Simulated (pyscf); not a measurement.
`[SiH4]` + `[FH]` -> `[F][SiH3]` + `[H][H]`, a four-centre exchange (singlet surface; H–Si, F–H broken, F–Si, H–H formed). Optimised with ωB97X-D3(BJ)/def2-SVP in PySCF. Energies in kcal/mol from the separated reactants.

Small-basis levels: PySCF, no dispersion term, spherical d functions. AM1 to PM7: differences of heats of formation from MOPAC, which are fitted to 298 K values and so differ in kind from electronic energies by zero-point and thermal terms. GFN2-xTB: tblite. Cost: rough CPU time at the saddle relative to B3LYP/6-31G*, from one job on a shared machine.

| level | barrier | reaction energy | cost |
|---|---|---|---|
| MP2/6-31G* | 35.3 | -35.0 | 0.1 |
| SVWN5/6-31G* | 11.5 | -31.0 | 0.8 |
| BP86/6-31G* | 22.8 | -31.6 | 1 |
| PBE/6-31G* | 20.6 | -31.7 | 2 |
| B3LYP/3-21G | 22.8 | -36.4 | 0.9 |
| B3LYP/6-31G* | 28.2 | -33.2 | 1 |
| M06-2X/6-31G* | 30.2 | -32.7 | 2 |
| B3LYP/6-311+G** | 37.2 | -18.8 | 2 |
| PBE/def2-SVP | 21.1 | -23.9 | 2 |
| GFN2-xTB | 36.1 | -33.3 | under 0.02 |
| AM1 | 80.9 | -24.2 | under 0.02 |
| PM6 | 7.9 | -57.2 | under 0.02 |
| ωB97M-D3(BJ)/def2-TZVP | 31.3 | -25.9 | – |

Against the last row the barrier runs from -23.4 (PM6) to +49.5 kcal/mol (AM1). ωB97M-D3(BJ)/def2-TZVP has limits of its own. This is the saddle that the search found; another between the same sides may lie lower.
